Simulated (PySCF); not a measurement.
C₃H₅O₂ (doublet state).
Geometry (GFN2-xTB, Å), atoms numbered from 1 in this order:
```
atom  x, y, z in Å
C1    -1.6012    0.3580    0.2679
C2    -0.2861   -0.3023    0.3296
O3     0.8134    0.4469    0.1376
C4     2.0291   -0.1098    0.1874
O5     2.2638   -1.2727    0.3978
H6    -1.4721    1.4166    0.0598
H7    -2.2250   -0.0875   -0.5105
H8    -2.1409    0.2413    1.2107
H9    -0.1540   -1.3548    0.5210
H10    2.7819    0.6688    0.0050
```

The hyperfine couplings belong to this conformer and change with its torsions.

The species is `C[CH]OC=O` [radical].

Computed with UKS B3LYP, pcH-1 on C H O, non-relativistic, mean-field spin-orbit, GIAO (PySCF 2.14.0). Geometry: GFN2-xTB, one conformer, isolated molecule. The geometry wasn't refined by DFT: couplings that depend on bond lengths, twists or pyramidal angles can differ widely from those at the functional's own minimum. Stability of the SCF solution: not tested.

The largest Mulliken spin populations are on C2 (+0.92), C1 (-0.08) and O5 (+0.07). No atom but C2 exceeds +0.15. The angles at C2 add up to 360.0°, so it is planar; its axial dipolar tensor and the negative coupling of its proton fit spin in a p orbital normal to that plane.

Problem. Find Q in a(H) = Q·ρ(C) for the protons on the planar carbons that carry spin.

Solution. 
```json
{"H": "H9", "C": "C2", "ρ(C)": "+0.923", "a(H) (G)": "-23.46", "a/ρ (G)": "-25.4"}
```

One proton gives one ratio, Q = -25.4 G, and no test of linearity.

Problem. List the C–H protons on four-coordinate carbons next to a three-coordinate spin centre, with their couplings and θ (C–H bond against the normal to the plane of the centre's neighbours, projected along the bond that joins the two).

Solution. 
| β H | on | centre | θ (°) | cos²θ | a (G) |
| --- | --- | --- | --- | --- | --- |
| H6 | C1 | C2 | 90 | 0.00 | +0.98 |
| H7 | C1 | C2 | 31 | 0.74 | +37.94 |
| H8 | C1 | C2 | 31 | 0.74 | +38.31 |

Fitting the Heller–McConnell form a = ρ(B0 + B2 cos²θ), with Mulliken ρ = 0.92, gives B0 = 1.1 G and B2 = 54.5 G; with only two distinct angles the two parameters are fixed exactly. By this fit the coupling would be 51.3 G at θ = 0° and 1.0 G at 90°.

Problem. What would the freely rotating methyl group on C1 show?

Solution. Three equal couplings, a 1:3:3:1 quartet. The mean of the three values of this geometry estimates the splitting: 25.7 G, or 72.2 MHz (three bonds 120° apart have a mean cos²θ of 1/2 at any torsion).

Couplings in gauss use g_iso = 2.0028.

On an Arm Neoverse V1 with one thread, shared host, this took 21 s (with the writing of density and orbital grids) and 0.59 GiB of memory at its peak.
